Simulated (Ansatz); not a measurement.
# BH₃ (triplet): from Hartree-Fock to the top rungs, aug-cc-pVTZ

Aim: climb from Hartree-Fock through coupled cluster and multireference methods for BH₃ (triplet) at one geometry and basis, and see what each rung misses.

Computed with Ansatz 0.2.0, Gaussian basis. Level: aug-cc-pVTZ, core rule «outside noble gas», up to 1 orbitals frozen.

The runs, in order: UHF; CCSD(T) on ROHF; CCSD(T) on UHF; BCCD(T) on ROHF; CCSDT(Q) on ROHF; CCSDT(Q) on UHF; CASSCF and MRCISD+Q, 6 electrons in 7 orbitals; CASSCF and NEVPT2, 6 electrons in 7 orbitals.

7 further runs of the same task are left out: 3 for a known fault of the program, 4 set aside as unsound or not needed.

## Step 1: The system

The geometry is a PBE0/def2-TZVPD stationary point (not a proven minimum) of the parent state, kept for this charge and spin.

4 atoms, charge 0, spin multiplicity 3.

Atoms are counted from 1 here; the program's logs count them from 0.

Bond lengths: B1–H2 1.216 Å, B1–H3 1.216 Å, B1–H4 1.216 Å. Angles: H2–B1–H3 120.0°, H2–B1–H4 120.0°, H3–B1–H4 120.0°.

## Step 2: UHF

File in.yaml:

```yaml
crystal:
  periodic: [false, false, false]
  atoms:
    - {symbol: B, position_ang: [0.000000, 0.000000, 0.000000]}
    - {symbol: H, position_ang: [1.215774, 0.014597, 0.003233]}
    - {symbol: H, position_ang: [-0.620523, 1.045595, -0.003567]}
    - {symbol: H, position_ang: [-0.595251, -1.060192, 0.000333]}
basis:
  gaussian: {orbitals: aug-cc-pVTZ}
magnetization: {spin_polarized: true, initial_magnetization: 2}
hamiltonian: {xc: hf}
output: {orbitals: {seedname: orbitals}}
```

On the command line:

```
$ ansatz run in.yaml --threads 1 --pin off --events-out ev --progress --plain --max-ram 4096MiB --backend cpu
```

After this run come: CCSD(T) on ROHF; CCSD(T) on UHF; BCCD(T) on ROHF; CCSDT(Q) on ROHF; CCSDT(Q) on UHF; CASSCF and MRCISD+Q, 6 electrons in 7 orbitals; CASSCF and NEVPT2, 6 electrons in 7 orbitals.

Q: Predict the results of all the runs planned. Wanted: UCCSDT(Q) below the RHF energy; RMP2 from UCCSDT(Q); UMP2 from UCCSDT(Q); RCCSD from UCCSDT(Q); RCCSD(T) from UCCSDT(Q); UCCSD(T) from UCCSDT(Q); RCCSDT(Q) from UCCSDT(Q); NEVPT2 valence from UCCSDT(Q); MRCISD+Q valence from UCCSDT(Q).

As calculated:

```
                         quantity                                                                     value
   UCCSDT(Q) below the RHF energy                                                                -3.7713 eV
              RMP2 from UCCSDT(Q)                                                              +69.0 kJ/mol
              UMP2 from UCCSDT(Q)                                                              +73.2 kJ/mol
             RCCSD from UCCSDT(Q)                                                              +13.9 kJ/mol
          RCCSD(T) from UCCSDT(Q)                                                               +2.4 kJ/mol
          UCCSD(T) from UCCSDT(Q)                                                               +2.3 kJ/mol
         RCCSDT(Q) from UCCSDT(Q)                                                               +0.1 kJ/mol
    NEVPT2 valence from UCCSDT(Q)                                                              +55.8 kJ/mol
  MRCISD+Q valence from UCCSDT(Q)                                                               +2.9 kJ/mol
levels within 1 kcal/mol (43 meV)  RCCSD(T), UCCSD(T), BCCD(T), RCCSDT, UCCSDT, RCCSDT(Q), MRCISD+Q valence
                    T1 diagnostic                                                                     0.021
   effectively unpaired electrons                                                                      2.02
```

RCCSD(T) misses by +2.4 kJ/mol, 0.7 % of the correlation energy. One determinant dominates. Of the multireference levels listed MRCISD+Q valence comes nearest in total energy (+2.9 kJ/mol), which doesn't show that its space is the better one. Coupled cluster took another determinant than the lowest Hartree-Fock one. These misses are within one basis, not against nature; the frozen cores of restricted and unrestricted runs differ, which can shift their rows.
